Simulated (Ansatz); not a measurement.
`FC(F)C1CO1`. The species carries charge 0 and has multiplicity 1. The structure was optimised at the PBE0-D4/def2-TZVP level. It is one conformer, not always the lowest.

```xyz
10

F    -0.841    0.945    1.743
C     0.060    0.071    1.226
F    -0.452   -1.174    1.346
C     0.303    0.428   -0.214
C    -0.285   -0.341   -1.302
O     1.083   -0.489   -0.946
H     0.971    0.120    1.831
H     0.544    1.479   -0.362
H    -0.466    0.152   -2.252
H    -0.916   -1.193   -1.069
```

Task: What is the dipole moment at PBE/def2-TZVPP? (An estimate is asked.)

Result: The calculation gave: 1.27 D, with components (-0.01, 1.01, -0.77) D in this frame, pointing from negative to positive charge.

Task: And with r2SCAN, B3LYP, ωB97M-V? (An estimate is asked.)

Result: Computed: r2SCAN 1.33 D, B3LYP 1.38 D, ωB97M-V 1.38 D.

Task: Give the Mulliken charges with PBE, r2SCAN, B3LYP in def2-TZVPP. (Best estimate.)

Result: Ansatz gave: 
```json
{"atom": "F1", "PBE": "-0.16", "r2SCAN": "-0.20", "B3LYP": "-0.21"}
{"atom": "C2", "PBE": "0.26", "r2SCAN": "0.36", "B3LYP": "0.32"}
{"atom": "F3", "PBE": "-0.16", "r2SCAN": "-0.20", "B3LYP": "-0.20"}
{"atom": "C4", "PBE": "0.03", "r2SCAN": "0.09", "B3LYP": "0.05"}
{"atom": "C5", "PBE": "-0.01", "r2SCAN": "0.07", "B3LYP": "0.00"}
{"atom": "O6", "PBE": "-0.28", "r2SCAN": "-0.34", "B3LYP": "-0.34"}
{"atom": "H7", "PBE": "0.06", "r2SCAN": "0.03", "B3LYP": "0.07"}
{"atom": "H8", "PBE": "0.09", "r2SCAN": "0.06", "B3LYP": "0.11"}
{"atom": "H9", "PBE": "0.08", "r2SCAN": "0.05", "B3LYP": "0.09"}
{"atom": "H10", "PBE": "0.09", "r2SCAN": "0.07", "B3LYP": "0.11"}
```

B3LYP here is the variant with VWN-RPA as its local correlation; programs differ in this.
